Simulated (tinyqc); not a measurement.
Worked calculation: UHF in the sto-3g basis, for LiH, spin multiplicity 3. One step of it, computed by the program tinyqc.

Question. Iteration 1: diagonalisation and new density. Diagonalise F' = X^T F X, C = X C', fill 3 alpha and 1 beta electrons from the bottom; D(s) = C_occ C_occ^T. Each column has its largest component positive (the first on a tie).

F(alpha) (hartree), lower triangle:
```
            1Li 1s     1Li 2s    1Li 2px    1Li 2py    1Li 2pz      2H 1s
1Li 1s   -3.214803
1Li 2s   -0.732281  -0.528232
1Li 2px   0.000000   0.000000  -0.104318
1Li 2py   0.000000   0.000000   0.006672  -0.366316
1Li 2pz  -0.000946   0.060898   0.000000   0.000000  -0.268152
2H 1s    -0.103931  -0.100590   0.000000   0.000000  -0.114325  -0.143958
```

F(beta) (hartree), lower triangle:
```
            1Li 1s     1Li 2s    1Li 2px    1Li 2py    1Li 2pz      2H 1s
1Li 1s   -3.193154
1Li 2s   -0.709751  -0.268068
1Li 2px   0.000000   0.000000  -0.036490
1Li 2py   0.000000   0.000000  -0.000858  -0.002795
1Li 2pz  -0.007732  -0.073572   0.000000   0.000000  -0.136923
2H 1s    -0.102050  -0.112758   0.000000   0.000000  -0.087968  -0.092252
```

X:
```
                 1          2         3          4          5         6
1Li 1s    0.232929   0.780030  0.000000   0.000000   0.605716  0.187444
1Li 2s   -0.693459  -0.610204  0.000000   0.000000   0.477693  0.374725
1Li 2px   0.000000   0.000000  0.772380  -0.635161   0.000000  0.000000
1Li 2py   0.000000   0.000000  0.635161   0.772380   0.000000  0.000000
1Li 2pz  -0.823521   0.471620  0.000000   0.000000  -0.466631  0.411973
2H 1s     1.036803  -0.208770  0.000000   0.000000  -0.187219  0.535746
```

Give: F' = X^T F X; orbital energies; coefficients C; F' = X^T F X; orbital energies; coefficients C; D(alpha) after iteration 1; D(beta) after iteration 1.

Answer.

F' = X^T F X (alpha) (hartree), lower triangle:
```
         1        2        3        4        5        6
1  -0.1689
2  -0.2664  -1.5266
3   0.0000   0.0000  -0.2035
4   0.0000   0.0000  -0.1272  -0.2672
5  -0.2172  -1.2568   0.0000   0.0000  -1.7922
6  -0.0302  -0.5381   0.0000   0.0000  -0.6355  -0.4699
```

orbital energies (alpha) (hartree): MO1 -3.2155, MO2 -0.4134, MO3 -0.3665, MO4 -0.2409, MO5 -0.1041, MO6 -0.0878

coefficients C (alpha):
```
             MO1      MO2      MO3      MO4     MO5      MO6
1Li 1s    1.0039  -0.2159   0.0000  -0.0931  0.0000   0.0404
1Li 2s   -0.0171   0.9702   0.0000   0.4005  0.0000  -0.3463
1Li 2px   0.0000   0.0000  -0.0254   0.0000  0.9997   0.0000
1Li 2py   0.0000   0.0000   0.9997   0.0000  0.0254   0.0000
1Li 2pz  -0.0006  -0.3624   0.0000   0.8827  0.0000  -0.6144
2H 1s     0.0029  -0.0946   0.0000   0.0631  0.0000   1.1949
```

F' = X^T F X (beta) (hartree), lower triangle:
```
         1        2        3        4        5        6
1  -0.0829
2  -0.2251  -1.3430
3   0.0000   0.0000  -0.0237
4   0.0000   0.0000   0.0164  -0.0155
5  -0.2686  -1.4177   0.0000   0.0000  -1.6114
6  -0.0333  -0.5534   0.0000   0.0000  -0.6242  -0.4278
```

orbital energies (beta) (hartree): MO1 -3.1944, MO2 -0.2037, MO3 -0.0592, MO4 -0.0365, MO5 -0.0077, MO6 -0.0028

coefficients C (beta):
```
             MO1      MO2      MO3     MO4      MO5      MO6
1Li 1s    1.0049  -0.1477   0.1321  0.0000   0.1248   0.0000
1Li 2s   -0.0218   0.6421  -0.5420  0.0000  -0.7179   0.0000
1Li 2px   0.0000   0.0000   0.0000  0.9997   0.0000  -0.0254
1Li 2py   0.0000   0.0000   0.0000  0.0254   0.0000   0.9997
1Li 2pz   0.0006   0.6839   0.8452  0.0000  -0.3255   0.0000
2H 1s     0.0032   0.1261  -0.4363  0.0000   1.1110   0.0000
```

D(alpha) after iteration 1, lower triangle:
```
          1Li 1s   1Li 2s  1Li 2px  1Li 2py  1Li 2pz   2H 1s
1Li 1s    1.0544
1Li 2s   -0.2266   0.9415
1Li 2px   0.0000   0.0000   0.0006
1Li 2py   0.0000   0.0000  -0.0254   0.9994
1Li 2pz   0.0776  -0.3515   0.0000   0.0000   0.1313
2H 1s     0.0233  -0.0918   0.0000   0.0000   0.0343  0.0090
```

D(beta) after iteration 1, lower triangle:
```
          1Li 1s   1Li 2s  1Li 2px  1Li 2py  1Li 2pz   2H 1s
1Li 1s    1.0099
1Li 2s   -0.0219   0.0005
1Li 2px   0.0000   0.0000   0.0000
1Li 2py   0.0000   0.0000   0.0000   0.0000
1Li 2pz   0.0006   0.0000   0.0000   0.0000   0.0000
2H 1s     0.0032  -0.0001   0.0000   0.0000   0.0000  0.0000
```
